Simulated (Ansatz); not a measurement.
## Nudged elastic band run: BH$_{4}$SSi

The input (input.yaml):

```yaml
crystal:
  periodic: [false, false, false]
  atoms:
    - { symbol: Si, position_ang: [-1.177591, 0.431104, -0.650232] }
    - { symbol: B, position_ang: [0.266148, -0.203188, 0.482113] }
    - { symbol: S, position_ang: [1.929047, -0.321177, -0.162422] }
    - { symbol: H, position_ang: [-2.580629, 0.548557, -0.16807] }
    - { symbol: H, position_ang: [-1.016463, 0.848177, -2.071256] }
    - { symbol: H, position_ang: [0.034127, -0.517126, 1.622911] }
    - { symbol: H, position_ang: [2.545361, -0.786336, 0.946947] }
magnetization:
  spin_polarized: true
  initial_magnetization: 1
basis:
  gaussian: { orbitals: def2-SVP }
hamiltonian:
  xc: pbe0
  dispersion: d4
neb:
  order_check: false
  images: 7
  f_tol: 0.05
  max_iterations: 60
  initial_path: idpp
  spring: 50.0
  final_atoms:
    - { symbol: Si, position_ang: [-0.99315744, 0.36089608, -0.54140341] }
    - { symbol: B, position_ang: [0.18105274, -0.30334407, 0.850498] }
    - { symbol: S, position_ang: [1.93262085, -0.57870426, 0.65570927] }
    - { symbol: H, position_ang: [-2.45329544, 0.58794827, -0.3663954] }
    - { symbol: H, position_ang: [-0.51079468, 0.70063904, -1.91127005] }
    - { symbol: H, position_ang: [-0.24645097, -0.56713306, 1.94728828] }
    - { symbol: H, position_ang: [2.09002494, -0.20029101, -0.63443568] }
```

Run as:

```bash
$ ansatz run input.yaml --threads 1 --pin off --max-ram 2048MiB --backend cpu --events-out ev --progress --plain --runs-dir out
```

Output, in part (warnings, iteration lines, the closing report on the highest movable image, with atoms numbered from 0):

```
NEB end point (image 0): max|allowed force component| = 4.648e-3 eV/Å (the criterion of neb.relax_end_points is 1.000e-2)
NEB end point (image 8): max|allowed force component| = 2.810e-3 eV/Å (the criterion of neb.relax_end_points is 1.000e-2)
NEB iter   1: max|band force component| = 1.612e0 eV/Å  barrier→ = 1.0262 eV  barrier← = 1.0512 eV  Δτ_max = 0.2000 Å  (269 SCF iters)
NEB iter   2: max|band force component| = 7.014e-1 eV/Å  barrier→ = 0.7783 eV  barrier← = 0.8032 eV  Δτ_max = 0.0950 Å  (226 SCF iters)
NEB iter   3: max|band force component| = 4.565e-1 eV/Å  barrier→ = 0.7306 eV  barrier← = 0.7556 eV  CI = image 4  Δτ_max = 0.1185 Å  (223 SCF iters)
NEB iter   4: max|band force component| = 1.474e-1 eV/Å  barrier→ = 0.7014 eV  barrier← = 0.7264 eV  CI = image 4  Δτ_max = 0.0570 Å  (222 SCF iters)
NEB iter   5: max|band force component| = 3.901e-2 eV/Å  barrier→ = 0.6988 eV  barrier← = 0.7237 eV  CI = image 4  Δτ_max = 0.0000 Å  (426 SCF iters)
Total energy: -19438.45422272 eV, -714.3500168273 hartree
Atom 0 at    -0.974821     0.668064    -0.485178 Å, force     0.000306    -0.004865     0.000312 eV/Å
Atom 1 at     0.077468    -0.605527     0.527861 Å, force    -0.001082     0.005044    -0.005941 eV/Å
Atom 2 at     1.684235    -1.237101    -0.173046 Å, force    -0.028626     0.012317     0.004813 eV/Å
Atom 3 at    -2.298401     1.209396    -0.052821 Å, force     0.008278     0.006005    -0.002680 eV/Å
Atom 4 at    -0.555139     1.239947    -1.796880 Å, force     0.001392    -0.009188     0.001974 eV/Å
Atom 5 at    -0.351831    -1.017975     1.580993 Å, force     0.016584    -0.012875    -0.004577 eV/Å
Atom 6 at     2.418489    -0.256793     0.399061 Å, force     0.003147     0.003562     0.006100 eV/Å
Dipole moment:    -0.143279     0.350750     0.005607 e Å
```

The forces met the threshold. Another band between the same ends (7 images) ends at a top of the same energy, where a vibrational analysis finds 1 clearly imaginary mode.

Final band (atoms are numbered from 1 in the order of the input):

```tsv
image	path coordinate (Å)	energy (kcal/mol)	dihedral Si1–B2–S3–H7 (°)
0	0.00	0.0	180
1	0.41	1.3	164
2	0.83	5.7	140
3	1.24	12.1	115
4	1.65	16.1	91
5	2.06	12.1	65
6	2.46	4.4	36
7	2.87	0.2	8
8	3.28	-0.6	0
```

The run took 2.8 min on 1 thread of Arm Neoverse V1, on a shared host, peak memory 0.17 GiB.
